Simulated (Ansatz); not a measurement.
Trigonal Te, treated with PBEsol-D3(BJ) in Ansatz (PAW).

From the output:

```
Relaxation: its limit of steps is 80 (relax.max_steps)
Crystal: 3 atoms, lattice volume = 94.192 Å³
Basis set: ecut = 520 eV, 2561 PW (Γ), exchange–correlation on 64×64×90 points (8 copies of the dense FFT grid, shifted against one another)
Bands: 29, of which v1, the nominal top of the filled ones, is band 24 counted from 1 (23 counted from 0)
Symmetry: 6 space group operations
Space group: P3121 (ITA 152), of the structure as read, at distance tolerance 4.5e-5 Å
k-points: 100 of 864 (time reversal used)
Functional: x = pbesol(κ = 0.804, μ = 0.12345679012345678), c = pbesol(β = 0.046)
SCF iter   1: F=—  HF=-20705.858505 eV  |F-HF|=—  |Δ(HF+E_count)|=         —  Δρ=2.24e-3  dr2=2.65e-3
SCF iter   2: F=—  HF=-20705.854759 eV  |F-HF|=—  |Δ(HF+E_count)|=   3.75e-3  Δρ=1.20e-3  dr2=7.29e-4
  ...
SCF 1 converged in 6 iterations: F = -20705.854722 eV  dr2 = 6.07e-8
Crystal: 3 atoms, lattice volume = 94.192 Å³
Basis set: ecut = 520 eV, 2537 PW (Γ), exchange–correlation on 64×64×90 points (8 copies of the dense FFT grid, shifted against one another)
Initial density: handed on by an earlier stage of this run
SCF 2 converged in 6 iterations: F = -20705.862631 eV  dr2 = 1.49e-9
Crystal: 3 atoms, lattice volume = 94.192 Å³
SCF 3 converged in 6 iterations: F = -20705.863006 eV  dr2 = 4.99e-11
Crystal: 3 atoms, lattice volume = 94.192 Å³
SCF 4 converged in 6 iterations: F = -20705.863019 eV  dr2 = 6.70e-13
Crystal: 3 atoms, lattice volume = 94.192 Å³
SCF iter   8: F=-20705.863017 eV  HF=-20705.863017 eV  |F-HF|=3.64e-12  |Δ(HF+E_count)|=  3.64e-12  Δρ=2.50e-9  dr2=3.54e-15
SCF iter   9: F=-20705.863017 eV  HF=-20705.863017 eV  |F-HF|=1.46e-11  |Δ(HF+E_count)|=  7.28e-12  Δρ=8.09e-10  dr2=2.88e-16
SCF 5 converged in 9 iterations: F = -20705.863017 eV  dr2 = 2.88e-16
SCF converged after 9 iterations
Free energy (F): -20705.863017 eV
Internal energy: -20705.862938 eV  (E = F + TS)
E sigma→0 (E₀):  -20705.862978 eV
Fermi energy:    9.884529 eV
--- Forces (eV/Å), atoms counted from 1 ---
  atom   1  Te    -0.00009754    -0.00016895    -0.00000000
  atom   2  Te     0.00019509    -0.00000000     0.00000000
  atom   3  Te    -0.00009754     0.00016895    -0.00000000
--- Stress (GPa, compression-positive) ---
       -1.521708       0.000000       0.000000
        0.000000      -1.521708      -0.000000
        0.000000      -0.000000      -1.522736
  P = ⅓ Tr σ = -1.5221 GPa (-15.221 kbar)
```

Problem. Write an input file that could have produced this run (the log leaves some choices open).

Solution. This is not unique; one that fits is 
Ansatz 0.2 input:
```yaml
crystal:
  lattice:
    - [2.1237072992, -3.6783689426, 0.0]
    - [2.1237072992, 3.6783689426, 0.0]
    - [0.0, 0.0, 6.0288264981]
  atoms:
    - { symbol: Te, position: [0.0, 0.2941589885, 0.6666666667] }
    - { symbol: Te, position: [0.7058410115, 0.7058410115, 0.0] }
    - { symbol: Te, position: [0.2941589885, 0.0, 0.3333333333] }
basis:
  ecutwfc: 520
  ecutrho_ratio: 4
  xc_grid: 2
kpoints:
  mp_grid: { grid: [12, 12, 6] }
hamiltonian:
  xc: pbesol
  dispersion: d3bj
  pseudopotentials: { kind: paw }
scf:
  occupations: { method: fermi_dirac, width: 0.01 }
output:
  forces: true
  stress: true
  eigenvalues: true
relax:
  f_tol: 0.004
  escape_saddle: false
  max_steps: 80
  cell: { stress_tol: 0.02, fix: [volume] }
```

The cell is one volume of an energy–volume scan, off the minimum.

The PAW data were made under PBE.

Note: the gap of the solid is closed in this run. Note: the run finds no gap at this volume, although the solid has one.

Ansatz is a quantum-chemistry and plane-wave program.
